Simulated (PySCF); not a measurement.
Gas-phase reaction: BCl3 + 2 HCl → BH2Cl + 2 Cl2

Method: PySCF energies plus ideal-gas RRHO corrections (1 bar). † marks an energy on the PBE0/def2-TZVP geometry and frequencies; other levels use their own. 6-31G* has spherical d functions here. All species are closed-shell singlets. BH2Cl: computed as isolated molecules; such fragments, hydroxides, amides, oligomers or adducts are transient or little studied in the gas.

```csv
level,"ΔH°(298 K), kJ"
HF/6-31G*,525
M06-2X/def2-TZVP†,?
PBE/def2-TZVP†,487
PBE0/def2-SVP†,562
PBE0/def2-TZVP,?
r2SCAN/def2-TZVP†,?
```

**Question.** What belongs in the gaps?

**Answer.** 
- M06-2X/def2-TZVP†, ΔH°(298 K), kJ: 496
- PBE0/def2-TZVP, ΔH°(298 K), kJ: 505
- r2SCAN/def2-TZVP†, ΔH°(298 K), kJ: 519
